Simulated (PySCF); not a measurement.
All values below come from r2SCAN-D4/def2-TZVP run with PySCF. Isolated molecules, 0 K electronic values unless said otherwise. 

Reference species (SMILES): `F[SiH]F` (neutral, multiplicity 2).

```json
{
 "highest_occupied_spin_orbital": "-6.08 eV"
}
```

Changed species: `[Cl]` (radical fragment; the reference has radical fragment).

Problem. Give the shifts of the highest occupied spin orbital.

Solution. the highest occupied spin orbital decreases by 2.33 eV, to -8.41 eV.
